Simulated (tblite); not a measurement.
Compound: formamide, CH3NO.
Numbering: `[NH2:1][CH:2]=[O:3]` (hydrogens: H4, H5 on N1; H6 on C2)

Computed with GFN2-xTB (tblite), gas phase: Langevin dynamics at 300 K from the optimised GFN2-xTB geometry, time step 0.5 fs, friction 0.01 fs⁻¹, 2000 steps. The instantaneous temperature is 2·E(kin)/(3Nk) with all 3N coordinates.

| t (fs) | T (K) | E(pot) above start (eV) | N1–C2 (Å) | C2=O3 (Å) | N1–H4 (Å) |
| --- | --- | --- | --- | --- | --- |
| 0 | 139 | 0.000 | 1.346 | 1.201 | 1.008 |
| 25 | 116 | 0.059 | 1.360 | 1.188 | 1.005 |
| 50 | 154 | 0.107 | 1.337 | 1.211 | 0.997 |
| 75 | 174 | 0.150 | 1.333 | 1.221 | 1.040 |
| 100 | 253 | 0.136 | 1.360 | 1.164 | 1.022 |
| 125 | 372 | 0.077 | 1.345 | 1.215 | 0.997 |
| 150 | 286 | 0.143 | 1.331 | 1.225 | 1.036 |
| 175 | 238 | 0.152 | 1.336 | 1.172 | 0.977 |
| 200 | 171 | 0.191 | 1.309 | 1.194 | 1.060 |
| 225 | 125 | 0.202 | 1.337 | 1.202 | 0.977 |
| 250 | 256 | 0.072 | 1.349 | 1.204 | 1.034 |
| 275 | 162 | 0.155 | 1.398 | 1.194 | 1.016 |
| 300 | 261 | 0.120 | 1.370 | 1.223 | 0.998 |
| 325 | 538 | 0.126 | 1.341 | 1.210 | 1.055 |
| 350 | 274 | 0.268 | 1.347 | 1.188 | 0.961 |
| 375 | 358 | 0.215 | 1.357 | 1.212 | 1.066 |
| 400 | 286 | 0.220 | 1.368 | 1.208 | 0.988 |
| 425 | 210 | 0.176 | 1.371 | 1.215 | 1.027 |
| 450 | 234 | 0.151 | 1.344 | 1.195 | 0.995 |
| 475 | 96 | 0.278 | 1.339 | 1.202 | 1.048 |
| 500 | 182 | 0.246 | 1.354 | 1.199 | 0.976 |
| 525 | 201 | 0.196 | 1.374 | 1.191 | 1.014 |
| 550 | 292 | 0.170 | 1.321 | 1.202 | 1.017 |
| 575 | 369 | 0.056 | 1.346 | 1.199 | 0.995 |
| 600 | 368 | 0.073 | 1.386 | 1.195 | 1.023 |
| 625 | 333 | 0.193 | 1.350 | 1.236 | 1.005 |
| 650 | 377 | 0.166 | 1.362 | 1.184 | 1.030 |
| 675 | 476 | 0.160 | 1.334 | 1.213 | 1.015 |
| 700 | 329 | 0.176 | 1.332 | 1.230 | 1.026 |
| 725 | 379 | 0.135 | 1.349 | 1.172 | 1.023 |
| 750 | 296 | 0.284 | 1.330 | 1.222 | 0.963 |
| 775 | 337 | 0.130 | 1.307 | 1.223 | 1.042 |
| 800 | 367 | 0.189 | 1.356 | 1.154 | 0.998 |
| 825 | 345 | 0.197 | 1.336 | 1.220 | 1.008 |
| 850 | 244 | 0.199 | 1.354 | 1.221 | 1.032 |
| 875 | 270 | 0.172 | 1.396 | 1.190 | 0.967 |
| 900 | 272 | 0.179 | 1.384 | 1.212 | 1.051 |
| 925 | 179 | 0.123 | 1.345 | 1.199 | 0.966 |
| 950 | 249 | 0.115 | 1.348 | 1.187 | 1.048 |
| 975 | 267 | 0.058 | 1.345 | 1.198 | 1.001 |
| 1000 | 343 | 0.130 | 1.326 | 1.239 | 0.999 |

Question: From 500 fs on, how do temperature and potential energy compare with equipartition?

Answer: The mean temperature of these 21 frames is 308 K against the target 300 K, and the mean potential energy 0.16 eV against 12 × kT/2 = 0.16 eV for 12 classical harmonic modes. For 6 atoms in a canonical ensemble the temperature itself scatters by T·√(2/(3N)) = 100 K; here its standard deviation is 72 K. The whole run lasts only 10 friction times of 100 fs, so these averages carry a wide statistical error.

Question: What are the kinetic and total energies of the listed frame with the highest potential energy?

Answer: The one at 750 fs, 0.284 eV above the start. Its kinetic energy is 3NkT/2 = 0.230 eV at 296 K, so the sum is 0.51 eV; over the listed frames the sum runs from 0.11 to 0.54 eV, since the thermostat adds and removes energy.

Question: How much do the listed bonds fluctuate from 500 fs on?

Answer: 
```csv
bond,at the start (Å),mean (Å),standard deviation (Å)
N1–C2,1.346,1.349,0.022
C2=O3,1.201,1.204,0.021
N1–H4,1.008,1.010,0.025
```

The motion is classical and holds no zero-point motion.

What follows is the cost of the whole dynamics run. On Intel Xeon at 2.50 GHz, one thread (shared host), this took 9.4 s and 0.18 GiB of memory at its peak.
